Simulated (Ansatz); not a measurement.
**C6H14: a ladder of functionals and wavefunction methods**

One table from this session's results is given with a row withheld; the runs are named, their logs left out.

The runs use Ansatz 0.2.0, Gaussian basis; functionals in def2-TZVPP, the program's frozen cores in correlated methods.

Plan: PBE-D4, r2SCAN-D4, PBE0-D4, B3LYP-D4, ωB97X-V, ωB97M-V, B2PLYP; CCSD(T)/def2-TZVPP; MP2/def2-QZVPP; extrapolation to the limit.

### Structure used throughout

All runs share one geometry, relaxed beforehand with PBE0-D4 in a triple-zeta def2 set.

20 atoms, charge 0, spin multiplicity 1.

Atoms are counted from 1 here; the program's logs count them from 0.

Bond lengths: C1–C2 1.520 Å, C1–H7 1.093 Å, C1–H8 1.092 Å, C1–H9 1.094 Å, C2–C3 1.525 Å, C2–H10 1.095 Å, C2–H11 1.095 Å, C3–C4 1.524 Å, C3–H12 1.096 Å, C3–H13 1.096 Å, C4–C5 1.521 Å, C4–H14 1.096 Å, C4–H15 1.096 Å, C5–C6 1.519 Å, C5–H16 1.095 Å, C5–H17 1.097 Å, C6–H18 1.094 Å, C6–H19 1.094 Å and more. Angles: C2–C1–H7 111.8°, C2–C1–H8 111.2°, C2–C1–H9 111.1°, H7–C1–H8 107.4°, H7–C1–H9 107.5°, H8–C1–H9 107.7°, C1–C2–C3 113.9°, C1–C2–H10 109.5°, C1–C2–H11 109.2°, C3–C2–H10 109.8°, C3–C2–H11 108.4°, H10–C2–H11 105.7°, C2–C3–C4 115.3°, C2–C3–H12 108.8°, C2–C3–H13 108.7°, C4–C3–H12 108.8°, C4–C3–H13 108.7°, H12–C3–H13 106.1° and more.

The first run:

in.yaml reads:

```yaml
crystal:
  periodic: [false, false, false]
  atoms:
    - {symbol: C, position_ang: [1.452813, 0.406169, -1.863820]}
    - {symbol: C, position_ang: [1.765169, 0.456666, -0.377340]}
    - {symbol: C, position_ang: [1.180913, -0.706599, 0.417168]}
    - {symbol: C, position_ang: [-0.336065, -0.839957, 0.357002]}
    - {symbol: C, position_ang: [-1.094952, 0.366848, 0.886190]}
    - {symbol: C, position_ang: [-2.599006, 0.155460, 0.893157]}
    - {symbol: H, position_ang: [0.380958, 0.496663, -2.056762]}
    - {symbol: H, position_ang: [1.950295, 1.217335, -2.400403]}
    - {symbol: H, position_ang: [1.787097, -0.537940, -2.304445]}
    - {symbol: H, position_ang: [1.410170, 1.405408, 0.038797]}
    - {symbol: H, position_ang: [2.851131, 0.459612, -0.237305]}
    - {symbol: H, position_ang: [1.486025, -0.606680, 1.465496]}
    - {symbol: H, position_ang: [1.630880, -1.639625, 0.057678]}
    - {symbol: H, position_ang: [-0.653563, -1.040959, -0.672953]}
    - {symbol: H, position_ang: [-0.632022, -1.723748, 0.934161]}
    - {symbol: H, position_ang: [-0.856903, 1.249541, 0.283228]}
    - {symbol: H, position_ang: [-0.748629, 0.592958, 1.901946]}
    - {symbol: H, position_ang: [-2.874075, -0.697535, 1.520085]}
    - {symbol: H, position_ang: [-2.971856, -0.045820, -0.115311]}
    - {symbol: H, position_ang: [-3.128380, 1.032204, 1.273422]}
basis:
  gaussian: {orbitals: def2-TZVPP}
hamiltonian: {xc: pbe, dispersion: d4}
output: {forces: true, orbitals: {seedname: orbitals}}
```

The run is started by

```sh
ansatz run in.yaml --threads 2 --pin off --events-out ev --progress --plain --max-ram 31744MiB --backend cuda --devices 0, --max-vram 18GiB
```

Among the steps run: PBE-D4 (GGA); r2SCAN-D4 (meta-GGA); PBE0-D4 (hybrid); B3LYP-D4 (hybrid); ωB97X-V (range-separated); ωB97M-V (range-separated); B2PLYP (double hybrid); CCSD(T) in def2-TZVPP; MP2 in def2-QZVPP.

One of the session's tables, all rows but one given; the rest of the session is left out.

| method | atomisation energy (eV) |
| --- | --- |
| PBE-D4 | 83.174 |
| r2SCAN-D4 | 82.055 |
| PBE0-D4 | 82.461 |
| B3LYP-D4 | 82.016 |
| ωB97X-V | 82.015 |
| ωB97M-V | 82.120 |
| B2PLYP | 81.186 |
| HF/def2-TZVPP | 62.608 |
| MP2/def2-TZVPP | 80.848 |
| CCSD/def2-TZVPP | 79.465 |
| CCSD(T)/def2-TZVPP | ? |
| MP2/CBS | 82.451 |
| CCSD(T)/CBS | 81.923 |

**Question.** Estimate the row for CCSD(T)/def2-TZVPP.

The run gave: atomisation energy (eV): 80.321. In the column «atomisation energy (eV)» it lies between CCSD/def2-TZVPP (79.465) and MP2/def2-TZVPP (80.848).
